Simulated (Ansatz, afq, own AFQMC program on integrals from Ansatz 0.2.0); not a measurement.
**NHO, triplet: AFQMC among the cluster methods**

```xyz
3

N     0.0000   -0.0590    0.7269
O     0.0000    0.1003   -0.5734
H     0.0000   -0.7728   -0.9996
```

Connectivity, by distances: N–OH.

Basis cc-pVDZ. Only valence electrons are correlated. Integrals, coupled cluster, full CI and functionals: Ansatz 0.2.0; the random walks run on the same integrals in our own AFQMC program. ph-AFQMC/CISD is guided by a CISD state made of CCSD amplitudes; releasing the constraint for a short imaginary time cuts its bias at the price of noise, slowly where states lie close. Free projection: walkers drawn from exp(T), propagated without any constraint. Its projection time is finite, and what remains of the start isn't in its error. Error bars are statistical, one sigma.

Determinant: UHF, the one that the program's search chose, which needn't be the lowest solution. The geometry is a point of a scan.

No full CI on the walks' own integrals is used here; CCSDT(Q) serves as the reference and is uncertain by about the last step of the cluster series.

Cautions: lower spins were not checked.

```
T1 diagnostic                               : 0.0221
weight of the determinant in the CISD state : 0.904
⟨S²⟩ of the determinant                     : 2.018
size of the correlated space                : 12 electrons in 31 orbitals
```

Reference: CCSDT(Q), correlation energy -8.738 eV. The released energy is read at 1.62 1/Eh, later times being too noisy (meV from the phaseless value at times in 1/Eh: -34 ± 15 at 0.24, -22 ± 12 at 0.51, -58 ± 15 at 0.99, -34 ± 20 at 1.62, -61 ± 26 at 2.40).

```csv
level,E − E(reference) (kJ/mol),share of correlation (%)
HF,843.1,0.00
MP2,77.7,90.78
CCSD,22.9,97.28
CCSD(T),3.7,99.56
CCSDT,2.1,99.75
ph-AFQMC/HF,5.2 ± 5.9,99.39
ph-AFQMC/CISD,2.8 ± 1.1,99.67
released AFQMC,-0.4 ± 1.9,100.05
free AFQMC,-0.3 ± 1.9,100.03
```

Free projections are given only where their last times agree within the noise and don't stop above the reference; a slow remainder of the start can still hide under it. A walk keeps the symmetry of its determinant, which the program's search chose and which needn't be the lowest solution, so a lower state of the same spin and another symmetry isn't excluded. Released energies are given only where the last usable release times agree within the noise; a slower fall can still hide under it.
